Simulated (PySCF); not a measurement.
Reaction (SMILES): N (NH3) + H+ → [NH4+]
B3LYP-D3(BJ)/def2-TZVP geometries, fixed; electronic energies without zero-point terms; positive where energy is released.

Basis-set convergence of the proton affinity at PBE0 with PySCF. All functions are spherical. Density fitting with generated auxiliary sets. No added dispersion term, no relativity. Functions are those of the species that has most. Reference: the value in def2-QZVPPD, 213.00 kcal/mol, itself unsure by roughly 0.38 kcal/mol (its mean distance from pcseg-3, def2-QZVPP, cc-pVQZ).

```json
[
 {"basis": "cc-pVDZ", "functions": "34", "proton affinity (kcal/mol)": "218.05"},
 {"basis": "def2-SVP", "functions": "34", "proton affinity (kcal/mol)": "218.42"},
 {"basis": "6-311G**", "functions": "42", "proton affinity (kcal/mol)": "217.16"},
 {"basis": "6-311+G**", "functions": "46", "proton affinity (kcal/mol)": "___"},
 {"basis": "def2-SVPD", "functions": "52", "proton affinity (kcal/mol)": "212.58"},
 {"basis": "def2-TZVP", "functions": "55", "proton affinity (kcal/mol)": "213.86"},
 {"basis": "aug-cc-pVDZ", "functions": "59", "proton affinity (kcal/mol)": "211.96"},
 {"basis": "aug-pcseg-1", "functions": "59", "proton affinity (kcal/mol)": "210.81"},
 {"basis": "6-311++G(2d,2p)", "functions": "67", "proton affinity (kcal/mol)": "213.11"},
 {"basis": "def2-TZVPD", "functions": "73", "proton affinity (kcal/mol)": "___"},
 {"basis": "pcseg-2", "functions": "86", "proton affinity (kcal/mol)": "213.48"},
 {"basis": "jun-cc-pV(T+d)Z", "functions": "95", "proton affinity (kcal/mol)": "___"},
 {"basis": "def2-TZVPPD", "functions": "105", "proton affinity (kcal/mol)": "___"},
 {"basis": "6-311++G(3df,3pd)", "functions": "111", "proton affinity (kcal/mol)": "212.69"},
 {"basis": "aug-cc-pVTZ", "functions": "138", "proton affinity (kcal/mol)": "212.90"},
 {"basis": "cc-pVQZ", "functions": "175", "proton affinity (kcal/mol)": "213.87"},
 {"basis": "def2-QZVPP", "functions": "177", "proton affinity (kcal/mol)": "213.23"},
 {"basis": "pcseg-3", "functions": "192", "proton affinity (kcal/mol)": "213.04"}
]
```

Q: Fill in the missing entries.

A: 
- 6-311+G**, proton affinity (kcal/mol): 213.68
- def2-TZVPD, proton affinity (kcal/mol): 212.71
- jun-cc-pV(T+d)Z, proton affinity (kcal/mol): 212.95
- def2-TZVPPD, proton affinity (kcal/mol): 213.08
